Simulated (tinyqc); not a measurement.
Worked calculation: MP2 on RHF in the sto-6g basis, frozen core, for CH3+, spin multiplicity 1. One step of it, computed by the program tinyqc.

Question. Orthogonalisation. S = U s U^T; symmetric (Loewdin) form X = U s^(-1/2) U^T, so that X^T S X = 1.

overlap S:
```
,1C 1s,1C 2s,1C 2px,1C 2py,1C 2pz,2H 1s,3H 1s,4H 1s
1C 1s,1.000000,0.243228,0.000000,0.000000,0.000000,0.060382,0.060426,0.060426
1C 2s,0.243228,1.000000,0.000000,0.000000,0.000000,0.474697,0.474879,0.474879
1C 2px,0.000000,0.000000,1.000000,0.000000,0.000000,0.457063,-0.228450,-0.228450
1C 2py,0.000000,0.000000,0.000000,1.000000,0.000000,0.000000,0.396007,-0.396007
1C 2pz,0.000000,0.000000,0.000000,0.000000,1.000000,-0.008986,-0.008991,-0.008991
2H 1s,0.060382,0.474697,0.457063,0.000000,-0.008986,1.000000,0.132409,0.132409
3H 1s,0.060426,0.474879,-0.228450,0.396007,-0.008991,0.132409,1.000000,0.132344
4H 1s,0.060426,0.474879,-0.228450,-0.396007,-0.008991,0.132409,0.132344,1.000000
```

Give: eigenvalues of S; X.

Answer.

eigenvalues of S: 0.2792  0.3699  0.3702  0.9639  1.0005  1.4974  1.4978  2.0211

X:
```
,1C 1s,1C 2s,1C 2px,1C 2py,1C 2pz,2H 1s,3H 1s,4H 1s
1C 1s,1.0266,-0.1587,0.0000,0.0000,0.0006,0.0224,0.0224,0.0224
1C 2s,-0.1587,1.4001,0.0000,0.0000,-0.0070,-0.3252,-0.3254,-0.3254
1C 2px,0.0000,0.0000,1.1819,0.0000,0.0000,-0.3351,0.1675,0.1675
1C 2py,0.0000,0.0000,0.0000,1.1821,0.0000,0.0000,-0.2904,0.2904
1C 2pz,0.0006,-0.0070,0.0000,0.0000,1.0001,0.0061,0.0061,0.0061
2H 1s,0.0224,-0.3252,-0.3351,0.0000,0.0061,1.2483,-0.0306,-0.0306
3H 1s,0.0224,-0.3254,0.1675,-0.2904,0.0061,-0.0306,1.2485,-0.0307
4H 1s,0.0224,-0.3254,0.1675,0.2904,0.0061,-0.0306,-0.0307,1.2485
```
